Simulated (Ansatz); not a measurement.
Chalcopyrite CdGeAs2, treated with PBEsol in Ansatz (PAW).

Settings: plane-wave cutoff 520 eV, 8×8×8 k mesh, Fermi–Dirac smearing 0.01 eV, scalar-relativistic PAW data made under PBE.

Starting structure:

```
CELL_PARAMETERS angstrom
     -2.97000     2.97000     5.61000
      2.97000    -2.97000     5.61000
      2.97000     2.97000    -5.61000
ATOMIC_POSITIONS crystal
  Cd 0.00000 0.00000 0.00000
  Cd 0.75000 0.25000 0.50000
  Ge 0.50000 0.50000 0.00000
  Ge 0.25000 0.75000 0.50000
  As 0.87500 0.84600 0.47100
  As 0.15400 0.62500 0.02900
  As 0.37500 0.40400 0.52900
  As 0.59600 0.12500 0.97100
```

Q: Into what structure does the relaxation of cell and atoms lead at this level, with the symmetry of the start kept?

A: The volume grows by 0.9 %; final space group I-42d.
```
CELL_PARAMETERS angstrom
     -2.97123     2.97123     5.65543
      2.97123    -2.97123     5.65543
      2.97123     2.97123    -5.65543
ATOMIC_POSITIONS crystal
  Cd 0.00000 0.00000 0.00000
  Cd 0.75000 0.25000 0.50000
  Ge 0.50000 0.50000 0.00000
  Ge 0.25000 0.75000 0.50000
  As 0.87500 0.84973 0.47473
  As 0.15027 0.62500 0.02527
  As 0.37500 0.40027 0.52527
  As 0.59973 0.12500 0.97473
```

Ansatz is a quantum-chemistry and plane-wave program.
